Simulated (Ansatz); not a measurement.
**B₂H₂ (triplet): wave-function methods side by side at distance B1–B2 = 1.237 Å, 6-31G**

How much of the correlation energy of B₂H₂ (triplet) does each wave-function method recover here?

Computed with Ansatz 0.2.0, Gaussian basis. Level: 6-31G, core rule «outside noble gas», up to 2 orbitals frozen.

The runs, in order: UHF; CCSD(T) on ROHF; CCSD(T) on UHF; BCCD(T) on ROHF; CISD; CCSDT(Q) on ROHF; CCSDT(Q) on UHF; CISDTQ; CASSCF and MRCISD+Q, 4 electrons in 4 orbitals; CASSCF and NEVPT2, 4 electrons in 4 orbitals; CASSCF and MRCISD+Q, 8 electrons in 10 orbitals; CASSCF and NEVPT2, 8 electrons in 10 orbitals; Full CI.

11 further runs of the same task are left out: 10 that didn't finish, 1 set aside as unsound or not needed.

## (1) The geometry

The geometry derives from a PBE0/def2-TZVP stationary point (not a proven minimum). One bond is set to the value named and the two fragments are kept rigid.

4 atoms, charge 0, spin multiplicity 3.

Atoms are counted from 1 here; the program's logs count them from 0.

Bond lengths: B1–B2 1.237 Å, B1–H3 1.197 Å, B1–H4 1.197 Å. Angles: B2–B1–H3 118.9°, B2–B1–H4 118.9°, H3–B1–H4 122.2°.

## (2) UHF

in.yaml

```yaml
crystal:
  periodic: [false, false, false]
  atoms:
    - {symbol: B, position_ang: [0.000000, 0.000000, 0.516430]}
    - {symbol: B, position_ang: [0.000000, 0.000000, -0.720570]}
    - {symbol: H, position_ang: [0.000000, 1.047868, 1.094792]}
    - {symbol: H, position_ang: [0.000000, -1.047868, 1.094792]}
basis:
  gaussian: {orbitals: 6-31G}
magnetization: {spin_polarized: true, initial_magnetization: 2}
hamiltonian: {xc: hf}
output: {orbitals: {seedname: orbitals}}
```

Launch:

```bash
$ ansatz run in.yaml --threads 1 --pin off --events-out ev --progress --plain --max-ram 2393MiB
```

Further steps of the session: CCSD(T) on ROHF; CCSD(T) on UHF; BCCD(T) on ROHF; CISD; CCSDT(Q) on ROHF; CCSDT(Q) on UHF; CISDTQ; CASSCF and MRCISD+Q, 4 electrons in 4 orbitals; CASSCF and NEVPT2, 4 electrons in 4 orbitals; CASSCF and MRCISD+Q, 8 electrons in 10 orbitals; CASSCF and NEVPT2, 8 electrons in 10 orbitals; Full CI.

**Question.** What will the summary of the whole plan be? Wanted: FCI from the RHF energy; RMP2 from FCI; UMP2 from FCI; RCCSD from FCI; RCCSD(T) from FCI; UCCSD(T) from FCI; RCCSDT(Q) from FCI; UCCSDT(Q) from FCI; NEVPT2 pair from FCI.

**Answer**, as computed:

```
                         quantity                                                                                                                       value
          FCI from the ROHF energy                                                                                                                  -2.7978 eV
                    RMP2 from FCI                                                                                                             +17.21 kcal/mol
                    UMP2 from FCI                                                                                                             +16.82 kcal/mol
                   RCCSD from FCI                                                                                                              +2.09 kcal/mol
                RCCSD(T) from FCI                                                                                                              +0.53 kcal/mol
                UCCSD(T) from FCI                                                                                                              +0.52 kcal/mol
               RCCSDT(Q) from FCI                                                                                                              +0.01 kcal/mol
               UCCSDT(Q) from FCI                                                                                                               0.00 kcal/mol
             NEVPT2 pair from FCI                                                                                                             +16.47 kcal/mol
           MRCISD+Q pair from FCI                                                                                                              +0.74 kcal/mol
          NEVPT2 valence from FCI                                                                                                              +6.14 kcal/mol
levels within 1 kcal/mol (43 meV)  RCCSD(T), UCCSD(T), BCCD(T), RCCSDT, UCCSDT, CISDTQ, RCCSDT(Q), UCCSDT(Q), MRCISD+Q pair, MRCISD valence, MRCISD+Q valence
                    T1 diagnostic                                                                                                                       0.027
   effectively unpaired electrons                                                                                                                        2.03
```

In words: RCCSD(T) misses by +0.53 kcal/mol, 0.8 % of the correlation energy. One determinant dominates. Of the multireference levels listed MRCISD+Q valence comes nearest in total energy (+0.29 kcal/mol), which doesn't show that its space is the better one. These misses are within one basis, not against nature; the frozen cores of restricted and unrestricted runs differ, which can shift their rows.

Levels on UHF freeze UHF's core orbitals, full CI those of ROHF, so the U rows can settle a little off it for that reason alone.

With open shells the CI space here admits some triples and quadruples, so it is larger than plain CISD.
